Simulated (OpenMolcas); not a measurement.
How methods differ on AlO (SMILES [O]=[Al])

The species is AlO (2 atoms), meant as a doublet with charge 0. SMILES: `[O]=[Al]`. Geometry: a GFN2-xTB relaxation, a rough one for these elements and not checked as a minimum.

```xyz
2

O     0.0000    0.0000    0.0000
Al    0.0000    0.0000    1.5700
```

Each level gives the energy change with the O1–Al2 bond stretched from 1.570 to 2.835 Å (eV). The values are calculated.

```
             level                   kind     program  value (eV)  less FCI/STO-3G  CPU time (all runs)
        UHF/STO-3G           Hartree–Fock  OpenMolcas        2.59            -1.65                3.3 s
     USVWN5/STO-3G                    LDA  OpenMolcas        5.12            +0.88                 10 s
       UPBE/STO-3G                    GGA  OpenMolcas        4.54            +0.30                7.9 s
    UM06-2X/STO-3G        hybrid meta-GGA  OpenMolcas        4.32            +0.08                 56 s
      UPBE0/STO-3G          global hybrid  OpenMolcas        4.36            +0.12                 11 s
CASPT2(3,3)/STO-3G         multireference  OpenMolcas        4.00            -0.24                3.4 s
  ROCCSD(T)/STO-3G  coupled cluster or CI  OpenMolcas        4.17            -0.07                5.7 s
        FCI/STO-3G     exact in the basis  OpenMolcas        4.24             0.00                4.1 s
```

FCI/STO-3G is exact within its basis and frozen core, so for wave-function methods in that basis the difference is their error; functionals converge differently with the basis, so for them it is only a difference. The first shape isn't each level's own minimum. The values span 2.59 to 5.12 eV. Spin contamination of the reference (⟨S²⟩ at least 0.1 too high) touches UHF/STO-3G, USVWN5/STO-3G, UPBE/STO-3G, UM06-2X/STO-3G, UPBE0/STO-3G. All rows use very small basis sets, so even the best lies far from the true value. CPU times are rough (shared hosts, several kinds of processor): they show what a rung costs within a factor of a few.
